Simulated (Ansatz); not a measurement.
An Ansatz input:

```yaml
crystal:
  lattice:
    - [-1.5884918261, 1.5884918261, 1.5884918261]
    - [1.5884918261, -1.5884918261, 1.5884918261]
    - [1.5884918261, 1.5884918261, -1.5884918261]
  atoms:
    - { symbol: Mo, position: [0.0, 0.0, 0.0] }
hamiltonian:
  xc: rpbe
  pseudopotentials:
    kind: paw
    azcp:
      Mo: "pseudopotentials/Mo.paw.azcp"
basis:
  ecutwfc: 420
  fft_grid_basis: typed
kpoints:
  mp_grid: { grid: [23, 23, 23], shift: [0, 0, 0] }
magnetization:
  spin_polarized: false
scf:
  occupations: { method: fermi_dirac, width: 0.1 }
```

Output

```
Engine: ansatz 0.2.0, aarch64-unknown-linux-gnu
Pseudopotentials: kind: paw
Pseudopotential: Mo, paw, valence charge 14, recommended cutoff 420 eV (normal) 
Functional definition: RPBE
  parameter kappa = 0.804
  parameter beta = 0.06672455060314922
  exchange = rpbe_x(kappa = kappa, mu = beta*pi^2/3)
  correlation = pbe_c(beta = beta)
Crystal: 1 atoms, lattice volume = 16.033 Å³
Basis set: ecut = 420 eV, 321 PW (Γ)
Bands: 11, of which v1, the nominal top of the filled ones, is band 7 counted from 1 (6 counted from 0)
Symmetry: 48 space group operations
Space group: Im-3m (ITA 229), of the structure as read, at distance tolerance 2.5e-5 Å
k-points: 364 of 12167
Non-local potential: Mo, projectors of the file, l = 0: 3, l = 1: 2, l = 2: 2, l = 3: 1
PAW form: soft (Blöchl's): semilocal exchange-correlation on the pseudo side does not see the compensation charge
PAW frozen core: Mo, regenerated for the run's functional, and the local potential with it (the file was generated under x = pbe(κ = 0.804, μ = 0.2195149727645171), c = pbe(β = 0.06672455060314922))
PAW one-centre angular grid: Mo, 590 points (default); XC on 64 Gauss nodes
Initial density: superposition of atomic densities (neutral atoms: chi_scale 0, normalization atom), corrected by the library's trained network
Initial wavefunctions: pseudopotential atomic-orbital guess
Functional: x = rpbe, c = pbe(β = 0.06672455060314922)
SCF iter   1: F=—  HF=-4963.040088 eV  |F-HF|=—  |Δ(HF+E_count)|=         —  Δρ=2.49e-3  dr2=4.98e-4  ethr=1.77e-3  ⟨swp⟩=5.0  Hψ=23252  notcnv=0
SCF iter   2: F=—  HF=-4963.040146 eV  |F-HF|=—  |Δ(HF+E_count)|=   5.82e-5  Δρ=1.23e-3  dr2=9.80e-5  ethr=3.56e-6  ⟨swp⟩=2.7  Hψ=9156  notcnv=0
SCF iter   3: F=—  HF=-4963.040185 eV  |F-HF|=—  |Δ(HF+E_count)|=   3.94e-5  Δρ=3.10e-4  dr2=1.23e-5  ethr=7.00e-7  ⟨swp⟩=2.0  Hψ=6557  notcnv=0
SCF iter   4: F=—  HF=-4963.040183 eV  |F-HF|=—  |Δ(HF+E_count)|=   2.39e-6  Δρ=5.94e-5  dr2=2.07e-7  ethr=8.79e-8  ⟨swp⟩=2.5  Hψ=5769  notcnv=0
iter 5 did not close the SCF: its close was put off for the readings that it lacked (scf_convergence_deferred on its scf_iter line)
SCF iter   5: F=-4963.040183 eV  HF=-4963.040183 eV  |F-HF|=8.28e-10  |Δ(HF+E_count)|=   6.16e-8  Δρ=7.47e-6  dr2=2.22e-9  ethr=1.48e-9  ⟨swp⟩=2.5  Hψ=6614  notcnv=0
SCF iter   6: F=-4963.040183 eV  HF=-4963.040183 eV  |F-HF|=4.55e-12  |Δ(HF+E_count)|=   1.05e-9  Δρ=4.39e-7  dr2=1.29e-11  ethr=1.59e-11  ⟨swp⟩=1.0  Hψ=12103  notcnv=0
SCF 1 converged in 6 iterations: F = -4963.040183 eV  dr2 = 1.29e-11
SCF converged after 6 iterations
Free energy (F): -4963.040183 eV
Harris-Foulkes:  -4963.040183 eV  (|F-HF|=4.55e-12)
Internal energy: -4963.020493 eV  (E = F + TS)
E sigma→0 (E₀):  -4963.030338 eV
Entropy (-TS):   -0.019690 eV (-19.690 meV/atom)
Fermi energy:    20.558547 eV
--- Per-component energies (eV) ---
  E_band       = -62.178796
  E_kinetic    = 439.935598
  E_local      = -801.048961  (includes V_loc(G=0)·N_el)
  E_nonlocal   = 141.513225
  E_hartree    = 264.518399
  E_xc         = -183.468386
  E_vxc        = -228.683824  (∫ρ·V_xc dr)
  E_paw        = -3207.890117  (= ΣΔE_a)
  E_vpaw       = -142.931577  (= ΣTr[D̂ρ^β])
  E_aug_tail   = 0.000047  (compensation charges beyond the density's cutoff)
  E_ewald      = -1616.489214
  E_core_change = -0.091083  (= ΣΔE_core)
  E_smearing   = -0.019690  (= −TS)
  E_closure    = 0.000000  (closes the sum)
  Σ components = -4963.040183   (vs F -4963.040183, Δ=0.00e0)
```
